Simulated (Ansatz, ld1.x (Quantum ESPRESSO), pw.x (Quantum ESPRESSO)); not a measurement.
## From atom to crystal: PAW potential for Al (Z = 13)

* Element: Al
* Generator: ld1.x (Quantum ESPRESSO) 7.5
* Type: PAW
* Functional: PBE
* Relativity: scalar-relativistic
* Frozen core: [Ne]
* Valence charge: 3
* Reference configuration: 3s2 3p0.5 (charge +0.5)
* Partial waves: 3s (bound): rcut 1.65, rcutus 1.80 bohr; 3s channel at 1.8 Ry: rcut 1.65, rcutus 1.80 bohr; 3p (bound): rcut 2.00, rcutus 2.45 bohr; 3p channel at 0.55 Ry: rcut 2.00, rcutus 2.45 bohr; 3d channel at 0.45 Ry: rcut 1.95, rcutus 2.30 bohr; 3d channel at 2.65 Ry: rcut 1.95, rcutus 2.30 bohr
* Local potential: all-electron potential smoothed inside 1.50 bohr (lloc = -2)
* Core correction: Bessel-smoothed model core inside 1.00 bohr
* Augmentation charge: PSQ, inside the norm-conserving radii

Atomic tests: cutoffs needed: 8 Ry and 12 Ry (the cutoffs (Ry, on a coarse ladder) from which the occupation-weighted sum of valence levels, in a spherical-Bessel basis at the reference potential, stays within 10 and 1 mRy of its value at 400 Ry); ghost test: no extra level below or beside the all-electron valence levels (s, p, d, f tested) (spherical-Bessel basis up to 400 Ry, 20 bohr box); largest excitation error: -17 meV (all-electron minus pseudo) for 3s1 3p0, out of 7 test configurations.

Crystal test: fcc Al in pw.x 7.5, no spin, 14³ k-points, Fermi–Dirac smearing 0.01 Ry, cutoffs 40/320 Ry. The reference is all-electron LAPW (Ansatz 0.2.0) with the same functional, mesh and smearing; V0 and B0 come from Birch–Murnaghan fits to the pressures at five volumes. Errors are pseudo minus all-electron; Δ is the rms difference of the E(V) curves that follow from these fits, minima aligned, over ±6 % about the mean V0. Mesh and smearing are coarse, so the numbers serve the comparison and aren't converged zero-temperature values; the lattice is a test structure that the element need not adopt.

All-electron: a0 = 4.040 Å (V0 = 16.49 Å³/atom), B0 = 76.6 GPa.

Problem. How far does the potential miss the all-electron equation of state?

Solution. mean pressure error (GPa): +0.11; a0 (Å): 4.042; a0 error (%): +0.05; B0 error (%): +0.4; Δ (meV/atom): 0.4.

| V (Å³/atom) | P all-electron (GPa) | P pseudo (GPa) |
| --- | --- | --- |
| 15.701 | 4.22 | 4.38 |
| 16.114 | 1.87 | 2.00 |
| 16.527 | -0.17 | -0.06 |
| 16.940 | -1.94 | -1.84 |
| 17.353 | -3.46 | -3.39 |

Problem. At the middle volume, how do free energy and pressure move when the wave cutoff is lowered (ecutrho held at 320 Ry)?

Solution.

| cutoff (Ry) | shift of F (meV/atom) | shift of P (GPa) |
| --- | --- | --- |
| 18 | +8.7 | +0.02 |
| 24 | +2.6 | -0.05 |
| 32 | +0.3 | +0.00 |

The run at the middle volume (104 k-points, 8 iterations) took about 11 s on one core of a shared host (Neoverse-V1, 32 threads, 247 GiB, load 10).
